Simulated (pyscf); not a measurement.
PySCF, gas phase, ωB97X-D3(BJ)/def2-SVP geometries. Correlated levels are frozen-core, on RHF or UHF. ΔMP2 is the change of the MP2 total energy from the triple- to the quadruple-zeta basis.

Problem. Estimate by transition-state theory (the high-pressure limit) the rate constant of `[OH][SnH]([OH])[OH]` -> `[OH][Sn][OH]` [singlet] + `[OH2]` (singlet surface; O–Sn, H–Sn broken, H–O formed) at 900 K, with CCSD(T)/def2-TZVPP + ΔMP2(QZVPP) energies (ideal gas, 1 atm, RRHO with modes under 100 cm⁻¹ raised to 100, one conformer, R ln 2 for rigid chiral ones; no tunnelling).

Solution. The electronic barrier is 45.1 kcal/mol and the thermal terms add -0.7, so ΔG‡ = 44.4 kcal/mol. With k_BT/h = 1.88e+13 s⁻¹ and RT = 1.788 kcal/mol, k = 3.1e+02 s⁻¹, a half-life of 2.2e-03 s through this channel alone. Wigner's tunnelling factor for 1372i cm⁻¹ would be 1.20. A shift of 1 kcal/mol in the barrier changes k by a factor 1.7. On the product side the descent ends in an adduct with a O–Sn contact, 13.4 kcal/mol under the separated species and 60.7 kcal/mol under the saddle at ωB97X-D3(BJ)/def2-TZVP. What is counted as broken (O–Sn) persists as a longer contact in the product adduct; parting that adduct is a step of its own. At ωB97X-D3(BJ) the barrier from the zero used here is 48.1 kcal/mol. One saddle was located; it need not be the lowest between these sides. The CCSD(T) − MP2 part came from Ansatz, without density fitting, on the same reference. The frozen core leaves the outer d or s,p core shells of the metals and heavy elements correlated in the MP2 and CC values, and def2-TZVPP describes them poorly, which can shift differences by a few kcal/mol. Elements past Kr carry the def2 core potentials, without spin-orbit coupling.
